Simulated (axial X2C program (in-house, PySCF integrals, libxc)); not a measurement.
# MgLi⁺: bond curves with and without spin–orbit coupling

What are the state, bond length, wavenumber and bond energy of MgLi⁺, and what does spin–orbit coupling change?

Computed with an in-house X2C program for linear molecules on PySCF integrals. Level: all-electron X2C, Mg dyall-cv3z, Li dyall-cv3z.

All values are calculated.

**1. Set-up**

task.json reads:

```json
{"zs": [12, 3], "q": 1, "bas": ["dyall-cv3z", "dyall-cv3z"], "levels": ["PBE0", "HF", "PW91"], "cc": true, "r0": 2.72, "thr": -2.0, "nmax": 90, "npts": 10, "nst": 2, "ntry": 6}
```

Keys: zs atomic numbers; q charge; bas basis sets; levels methods (HF also brings MP2); cc coupled cluster on or off; r0 starting distance in Å; thr threshold in hartree for freezing inner shells (an s shell follows its p shell); nmax most natural virtual spinors; npts points asked for on the curve; nst determinants followed; ntry starts of the search.

Launch:

```bash
> python so2c.py task.json out
```

Spin-free means the one-electron spin-free X2C Hamiltonian; two-component (2c) means X2C with spin–orbit coupling and atomic mean-field two-electron Coulomb and Gaunt terms. Basis: Mg dyall-cv3z contracted to [9s8p6d3f], Li dyall-cv3z contracted to [7s8p2d]; Gaussian nuclei, density fitting. Masses: Mg 23.985 u, Li 7.016 u.

Notation: σ, π±, δ± give the projection m of an orbital's angular momentum (0, ±1, ±2), α and β its spin, Λ and M_S the sums; ω is the projection of a spinor's total angular momentum and Ω the sum. Logs are in hartree.

The results follow Hamiltonian by Hamiltonian and level by level.

**2. State search with PBE0**

PBE0 moves the distance from 2.720 Å to 2.899 Å and compares determinants there.

Spin-free determinants:

| ΔE (eV) | state | open shells |
| --- | --- | --- |
| 0.00 | M_S = 0, Λ = 0 | closed shell |
| 2.15 | M_S = 1, Λ = 0 | beyond closed shells: 2 × σα |
| 3.10 | M_S = 1, Λ = 1 | beyond closed shells: σα, π+α |
| 3.81 | M_S = 0, Λ = 1 | beyond closed shells: σα, π+β |
| 7.49 | M_S = 1, Λ = 0 | beyond closed shells: π+α, π-α |

Two-component determinants:

```
ΔE (eV)  state                              open shells
   0.00  Ω = 0                             closed shell
   2.15  Ω = 1        excess of +ω over −ω: 2 × ω = 1/2
   3.11  Ω = 2   excess of +ω over −ω: ω = 1/2, ω = 3/2
   3.81  Ω = 1  excess of +ω over −ω: ω = -1/2, ω = 3/2
```

**3. PBE0, spin-free**

State followed: M_S = 0, Λ = 0 (closed shell). The scan is laid around 2.899 Å, a first estimate of the minimum, and this SCF restarts from the orbitals of the search.

The SCF at the reference distance of 2.899 Å:

```text
spin-free X2C-1e  PBE0
basis functions 125  fitting functions 494  grid points 4367
iter        total energy     max residual
   1       -207.576658057     1.12e-05
   2       -207.576658058     6.02e-06
converged
one-electron -299.84832075  Coulomb 103.76603362  exact exchange -4.41786685  xc functional -13.64786647  nuclear repulsion 6.57136240
```

Along the bond, energies from the lowest point:

| R (Å) | E (eV) | μ (D) | HOMO (eV) | LUMO (eV) | iterations |
| --- | --- | --- | --- | --- | --- |
| 2.522 | 0.1397 | 4.03 | -11.01 | -6.24 | 8 |
| 2.638 | 0.0590 | 4.36 | -10.88 | -6.25 | 7 |
| 2.725 | 0.0235 | 4.62 | -10.78 | -6.26 | 7 |
| 2.812 | 0.0050 | 4.91 | -10.69 | -6.27 | 7 |
| 2.899 | 0.0000 | 5.20 | -10.59 | -6.28 | 2 |
| 3.001 | 0.0075 | 5.57 | -10.48 | -6.28 | 8 |
| 3.102 | 0.0261 | 5.95 | -10.37 | -6.29 | 7 |
| 3.232 | 0.0616 | 6.45 | -10.24 | -6.30 | 8 |
| 3.392 | 0.1164 | 7.11 | -10.07 | -6.31 | 7 |
| 3.624 | 0.2072 | 8.10 | -9.84 | -6.32 | 7 |

Dipoles are positive if Li is the positive end and refer to the centre of mass.

Outer orbitals at the reference distance:

| symmetry | occupied | ε (eV) | atomic character |
| --- | --- | --- | --- |
| σα | yes | -10.59 | 64% Mg s, 16% Li s, 16% Li p |
| σα | no | -6.28 | 53% Mg p, 30% Li s, 12% Mg s |
| π+α | no | -5.36 | 61% Mg p, 34% Li p, 3% Li d |
| π-α | no | -5.36 | 61% Mg p, 34% Li p, 3% Li d |
| σα | no | -4.60 | 47% Li p, 32% Li s, 16% Mg p |

PBE0 fields in the half plane through the axis: z from -2.4 to 5.1 Å across, distance from the axis 0.15 to 2.25 Å upwards; Mg lies at z = 0 and Li at z = 2.899 Å; the ELF is damped to zero where the density is low.

log10 density (e/bohr³). Ten even steps from '0' (-6.08 ) to '9' (0.89 ):
```
22333344444444433332211000
23334444444444444333221100
23344455555555444433221110
33444555555555554443322110
33445555665555555444322110
34455566666665555555432111
34455567876666556776532111
34455679997666667897542111
```

ELF. Ten even steps from '0' (0.00 ) to '9' (1.00 ):
```
00001367888876421000000000
00025899999999975200000000
00269999999999998410000000
01599987789999997100000000
03899621115999981000000000
16997100100699930000000000
17993017861199900999700000
28982058283089805999920000
```

Re = 2.893 Å, ωe = 268.4 cm⁻¹, ωexe = 2.44 cm⁻¹, Be = 0.3711 cm⁻¹, De = 0.893 eV, μ = 5.18 D.

**4. HF, spin-free**

The SCF at the reference distance of 2.899 Å:

```text
spin-free X2C-1e  HF
basis functions 125  fitting functions 494  grid points 4367
iter        total energy     max residual
   1       -207.182392130     2.85e-02
   2       -207.187716100     2.22e-03
   3       -207.187851746     4.29e-04
   4       -207.187859284     8.62e-05
   5       -207.187859787     3.00e-05
   6       -207.187859849     3.74e-06
   7       -207.187859850     8.30e-07
converged
one-electron -299.84318673  Coulomb 103.78947916  exact exchange -17.70551468  xc functional 0.00000000  nuclear repulsion 6.57136240
```

Re = 2.960 Å, ωe = 256.9 cm⁻¹, ωexe = 2.48 cm⁻¹, Be = 0.3544 cm⁻¹, De = 0.794 eV, μ = 5.29 D.

**5. PW91, spin-free**

Output at 2.899 Å:

```text
spin-free X2C-1e  PW91
basis functions 125  fitting functions 494  grid points 4367
iter        total energy     max residual
   1       -207.672496165     1.43e-02
   2       -207.673641034     7.91e-04
   3       -207.673627938     9.98e-04
   4       -207.673660379     2.89e-04
   5       -207.673663399     5.79e-05
   6       -207.673663446     5.45e-06
   7       -207.673663447     2.03e-06
converged
one-electron -299.84159297  Coulomb 103.75253352  exact exchange 0.00000000  xc functional -18.15596639  nuclear repulsion 6.57136240
```

Re = 2.893 Å, ωe = 264.5 cm⁻¹, ωexe = 2.44 cm⁻¹, Be = 0.371 cm⁻¹, De = 0.933 eV, μ = 5.22 D.

**6. MP2 and beyond, spin-free**

Correlated methods: 2 electrons correlated (frozen shells, counted by type: Mg 2 s, 1 p; Li 1 s), 218 virtual spinors in MP2, 50 natural virtuals in coupled cluster.

Output of the correlated part at 2.899 Å:

```text
correlated 2  virtual 218  natural virtual 50  E(MP2) -0.024094009  MP2 remainder -0.000281169
iter   CCSD correlation   residual
   1     -0.029413798   1.12e-01
   2     -0.033903877   5.63e-02
   3     -0.034106290   9.01e-03
   4     -0.034168994   2.75e-03
   5     -0.034152748   1.06e-03
   6     -0.034156793   3.00e-04
   7     -0.034158145   4.55e-05
   8     -0.034157771   8.09e-06
   9     -0.034157763   2.39e-06
(T) 0.0  T1 0.0201  D1 0.0201  max T2 0.166
```

T1 in the output is the amplitude norm over the root of the electron number; divide by √2 for the Lee–Taylor value.

MP2: Re = 2.943 Å, ωe = 258.8 cm⁻¹, Be = 0.3585 cm⁻¹, De = 0.797 eV.

CCSD: Re = 2.936 Å, ωe = 261.5 cm⁻¹, ωexe = 2.29 cm⁻¹, Be = 0.3603 cm⁻¹, De = 0.806 eV. T1 at Re = 0.014 (Lee–Taylor, the printed value over √2).

CCSD(T): Re = 2.936 Å, ωe = 261.5 cm⁻¹, ωexe = 2.29 cm⁻¹, Be = 0.3603 cm⁻¹, De = 0.806 eV. T1 at Re = 0.014 (Lee–Taylor, the printed value over √2).

**7. A higher determinant, spin-free**

State: M_S = 1, Λ = 0 (beyond closed shells: 2 × σα).

Output at the reference distance:

```text
spin-free X2C-1e  PBE0
basis functions 125  fitting functions 494  grid points 4367
iter        total energy     max residual
   1       -207.497755336     2.13e-06
   2       -207.497755336     6.54e-07
converged
one-electron -299.29805801  Coulomb 103.31800431  exact exchange -4.43034370  xc functional -13.65872034  nuclear repulsion 6.57136240
```

| R (Å) | E above the lowest PBE0 point (eV) |
| --- | --- |
| 2.522 | 2.655 |
| 2.638 | 2.450 |
| 2.725 | 2.328 |
| 2.812 | 2.228 |
| 2.899 | 2.147 |
| 3.001 | 2.072 |
| 3.102 | 2.016 |
| 3.232 | 1.965 |
| 3.392 | 1.930 |

No constants are quoted: the lowest point is the long end of the scan.

**8. The spin-free curves together**

Energy (eV) of the followed determinant, spin-free, from each level's lowest point:

| R (Å) | PBE0 | HF | MP2 | CCSD | CCSD(T) | PW91 |
| --- | --- | --- | --- | --- | --- | --- |
| 2.522 | 0.140 | 0.189 | 0.174 | n/a | n/a | 0.136 |
| 2.638 | 0.059 | 0.091 | 0.081 | 0.078 | 0.078 | 0.058 |
| 2.725 | 0.024 | 0.044 | 0.037 | 0.036 | 0.036 | 0.023 |
| 2.812 | 0.005 | 0.016 | 0.012 | 0.011 | 0.011 | 0.005 |
| 2.899 | 0.000 | 0.002 | 0.000 | 0.000 | 0.000 | 0.000 |
| 3.001 | 0.008 | 0.000 | 0.001 | 0.002 | 0.002 | 0.007 |
| 3.102 | 0.026 | 0.011 | 0.013 | 0.015 | 0.015 | 0.025 |
| 3.232 | 0.062 | 0.037 | 0.042 | 0.046 | 0.046 | 0.060 |
| 3.392 | 0.116 | 0.083 | 0.090 | n/a | n/a | 0.113 |
| 3.624 | 0.207 | 0.164 | 0.173 | n/a | n/a | 0.201 |

**9. PBE0, 2c**

State followed: Ω = 0 (closed shell). The scan is laid around 2.899 Å, a first estimate of the minimum, and this SCF restarts from the orbitals of the search.

The SCF at the reference distance of 2.899 Å:

```text
two-component X2C + atomic mean field  PBE0
basis functions 125  fitting functions 494  grid points 4367
iter        total energy     max residual
   1       -207.555690909     2.55e-06
   2       -207.555690909     1.86e-06
converged
one-electron -299.79120117  Coulomb 103.74812581  exact exchange -4.41720684  xc functional -13.64581803  nuclear repulsion 6.57136240  atomic mean-field constant -0.02095307
```

Along the bond, energies from the lowest point:

| R (Å) | E (eV) | μ (D) | HOMO (eV) | LUMO (eV) | iterations |
| --- | --- | --- | --- | --- | --- |
| 2.522 | 0.1398 | 4.03 | -11.00 | -6.24 | 8 |
| 2.638 | 0.0591 | 4.36 | -10.88 | -6.25 | 7 |
| 2.725 | 0.0236 | 4.62 | -10.78 | -6.26 | 7 |
| 2.812 | 0.0050 | 4.91 | -10.69 | -6.27 | 7 |
| 2.899 | 0.0000 | 5.20 | -10.59 | -6.28 | 2 |
| 3.001 | 0.0075 | 5.57 | -10.48 | -6.28 | 8 |
| 3.102 | 0.0261 | 5.95 | -10.37 | -6.29 | 7 |
| 3.232 | 0.0615 | 6.45 | -10.24 | -6.30 | 8 |
| 3.392 | 0.1163 | 7.11 | -10.07 | -6.30 | 7 |
| 3.624 | 0.2071 | 8.10 | -9.84 | -6.32 | 7 |

Dipoles are positive if Li is the positive end and refer to the centre of mass.

Outer spinors at the reference distance:

```tsv
ω	occupied	ε (eV)	atomic character	λ mixture
1/2	yes	-10.59	64% Mg s, 16% Li s, 16% Li p	100% σ
1/2	no	-6.28	53% Mg p, 30% Li s, 12% Mg s	100% σ
1/2	no	-5.37	62% Mg p, 34% Li p, 3% Li d	100% π
3/2	no	-5.36	61% Mg p, 34% Li p, 3% Li d	100% π
1/2	no	-4.60	47% Li p, 32% Li s, 16% Mg p	100% σ
```

PBE0 fields in the half plane through the axis: z from -2.4 to 5.1 Å across, distance from the axis 0.15 to 2.25 Å upwards; Mg lies at z = 0 and Li at z = 2.899 Å; the ELF is damped to zero where the density is low.

log10 density (e/bohr³). Ten even steps from ' ' (-6.08 ) to '@' (0.89 ):
```
::::--------==================--------::::....      
::------==========================------::::....    
::----======++++++++++++++++========----::::......  
----======++++++++++++++++++++++======----::::....  
----====++++++++****++++++++++++++======--::::....  
--====++++++**************++++++++++++++==--::......
--====++++++**##%%##********++++**####**++--::......
--====++++**##@@@@@@##**********##%%@@##++==::......
```

ELF. Ten even steps from '0' (0.00 ) to '9' (1.00 ):
```
00001367888876421000000000
00025899999999975200000000
00269999999999998410000000
01599987789999997100000000
03899621115999981000000000
16997100100699930000000000
17993017861199900999700000
28982058283089805999920000
```

Re = 2.893 Å, ωe = 268.4 cm⁻¹, ωexe = 2.44 cm⁻¹, Be = 0.3711 cm⁻¹, De = 0.893 eV, μ = 5.18 D.

**10. HF, 2c**

The SCF at the reference distance of 2.899 Å:

```text
two-component X2C + atomic mean field  HF
basis functions 125  fitting functions 494  grid points 4367
iter        total energy     max residual
   1       -207.161493402     2.85e-02
   2       -207.166815832     2.22e-03
   3       -207.166951502     4.29e-04
   4       -207.166959042     8.62e-05
   5       -207.166959547     3.00e-05
   6       -207.166959609     3.74e-06
   7       -207.166959610     8.32e-07
converged
one-electron -299.78616211  Coulomb 103.77167871  exact exchange -17.70288553  xc functional 0.00000000  nuclear repulsion 6.57136240  atomic mean-field constant -0.02095307
```

Re = 2.960 Å, ωe = 256.8 cm⁻¹, ωexe = 2.48 cm⁻¹, Be = 0.3544 cm⁻¹, De = 0.794 eV, μ = 5.30 D.

**11. PW91, 2c**

Output at 2.899 Å:

```text
two-component X2C + atomic mean field  PW91
basis functions 125  fitting functions 494  grid points 4367
iter        total energy     max residual
   1       -207.651475890     1.43e-02
   2       -207.652620565     7.88e-04
   3       -207.652607573     9.94e-04
   4       -207.652639769     2.89e-04
   5       -207.652642799     5.74e-05
   6       -207.652642845     5.42e-06
   7       -207.652642846     2.03e-06
converged
one-electron -299.78459750  Coulomb 103.73476698  exact exchange 0.00000000  xc functional -18.15322165  nuclear repulsion 6.57136240  atomic mean-field constant -0.02095307
```

Re = 2.893 Å, ωe = 264.5 cm⁻¹, ωexe = 2.44 cm⁻¹, Be = 0.371 cm⁻¹, De = 0.933 eV, μ = 5.22 D.

**12. MP2 and beyond, 2c**

Correlated methods: 2 electrons correlated (frozen shells, counted by type: Mg 2 s, 1 p; Li 1 s), 218 virtual spinors in MP2, 50 natural virtuals in coupled cluster.

Output of the correlated part at 2.899 Å:

```text
correlated 2  virtual 218  natural virtual 50  E(MP2) -0.024092668  MP2 remainder -0.000281154
iter   CCSD correlation   residual
   1     -0.029411836   1.12e-01
   2     -0.033900941   5.63e-02
   3     -0.034103325   9.01e-03
   4     -0.034165991   2.74e-03
   5     -0.034149750   1.06e-03
   6     -0.034153792   3.00e-04
   7     -0.034155144   4.55e-05
   8     -0.034154770   8.10e-06
   9     -0.034154762   2.40e-06
(T) 0.0  T1 0.0201  D1 0.0201  max T2 0.166
```

MP2: Re = 2.943 Å, ωe = 258.8 cm⁻¹, Be = 0.3585 cm⁻¹, De = 0.797 eV.

CCSD: Re = 2.936 Å, ωe = 261.5 cm⁻¹, ωexe = 2.29 cm⁻¹, Be = 0.3603 cm⁻¹, De = 0.806 eV. T1 at Re = 0.014 (Lee–Taylor, the printed value over √2).

CCSD(T): Re = 2.936 Å, ωe = 261.5 cm⁻¹, ωexe = 2.29 cm⁻¹, Be = 0.3603 cm⁻¹, De = 0.806 eV. T1 at Re = 0.014 (Lee–Taylor, the printed value over √2).

**13. A higher determinant, 2c**

State: Ω = 1 (excess of +ω over −ω: 2 × ω = 1/2).

Output at the reference distance:

```text
two-component X2C + atomic mean field  PBE0
basis functions 125  fitting functions 494  grid points 4367
iter        total energy     max residual
   1       -207.476775209     1.37e-06
   2       -207.476775210     4.66e-07
converged
one-electron -299.24092857  Coulomb 103.30010906  exact exchange -4.42968635  xc functional -13.65667866  nuclear repulsion 6.57136240  atomic mean-field constant -0.02095307
```

| R (Å) | E above the lowest PBE0 point (eV) |
| --- | --- |
| 2.522 | 2.656 |
| 2.638 | 2.451 |
| 2.725 | 2.329 |
| 2.812 | 2.229 |
| 2.899 | 2.147 |
| 3.001 | 2.073 |
| 3.102 | 2.016 |
| 3.232 | 1.966 |
| 3.392 | 1.930 |

No constants are quoted: the lowest point is the long end of the scan.

**14. The 2c curves together**

Energy (eV) of the followed determinant, 2c, from each level's lowest point:

| R (Å) | PBE0 | HF | MP2 | CCSD | CCSD(T) | PW91 |
| --- | --- | --- | --- | --- | --- | --- |
| 2.522 | 0.140 | 0.189 | 0.174 | n/a | n/a | 0.136 |
| 2.638 | 0.059 | 0.091 | 0.081 | 0.078 | 0.078 | 0.058 |
| 2.725 | 0.024 | 0.044 | 0.037 | 0.036 | 0.036 | 0.023 |
| 2.812 | 0.005 | 0.016 | 0.012 | 0.011 | 0.011 | 0.005 |
| 2.899 | 0.000 | 0.002 | 0.000 | 0.000 | 0.000 | 0.000 |
| 3.001 | 0.008 | 0.000 | 0.001 | 0.002 | 0.002 | 0.007 |
| 3.102 | 0.026 | 0.011 | 0.013 | 0.015 | 0.015 | 0.025 |
| 3.232 | 0.062 | 0.037 | 0.042 | 0.046 | 0.046 | 0.060 |
| 3.392 | 0.116 | 0.083 | 0.090 | n/a | n/a | 0.113 |
| 3.624 | 0.207 | 0.164 | 0.173 | n/a | n/a | 0.201 |

The whole job took 20 s on 1 thread of Arm Neoverse V1, shared host.

**15. What came out**

Lowest determinant that the search found at its distance, spin-free: M_S = 0, Λ = 0 (closed shell).

Lowest determinant that the search found at its distance, 2c: Ω = 0 (closed shell).

```csv
Hamiltonian,level,Re (Å),ωe (cm⁻¹),De (eV),μ (D)
spin-free,PBE0,2.893,268.4,0.893,5.18
spin-free,HF,2.960,256.9,0.794,5.29
spin-free,MP2,2.943,258.8,0.797,n/a
spin-free,CCSD,2.936,261.5,0.806,n/a
spin-free,CCSD(T),2.936,261.5,0.806,n/a
spin-free,PW91,2.893,264.5,0.933,5.22
2c,PBE0,2.893,268.4,0.893,5.18
2c,HF,2.960,256.8,0.794,5.30
2c,MP2,2.943,258.8,0.797,n/a
2c,CCSD,2.936,261.5,0.806,n/a
2c,CCSD(T),2.936,261.5,0.806,n/a
2c,PW91,2.893,264.5,0.933,5.22
```

Dipoles are positive if Li is the positive end and refer to the centre of mass.

Time per point (s) on 1 thread of Arm Neoverse V1, shared host (2c runs; CCSD comes with the CCSD(T) run); the times are rough: PBE0 0.13, HF 0.062, MP2 0.073, CCSD(T) 0.2, PW91 0.14.

At CCSD(T), going from spin-free to two-component changes Re by 0 mÅ, ωe by 0.0 %, which is small (part of it comes from the scalar share of the two-electron terms). De moves by 0.00 eV; both De rest on single-determinant atoms, which can miss part of an open shell's spin–orbit lowering.

De refers to Mg + Li+, each in the lowest determinant found, which need not be this curve's own limit. The state is a single determinant with fixed occupations, the lowest that a limited PBE0 search found. The closed shell is kept restricted; where the fragments are open shells, the energy then runs too high at long range. Dissociation energies refer to the lowest single-determinant-based atoms at the same level and basis. CCSD and (T) use frozen natural virtuals with an MP2 correction for the truncation.
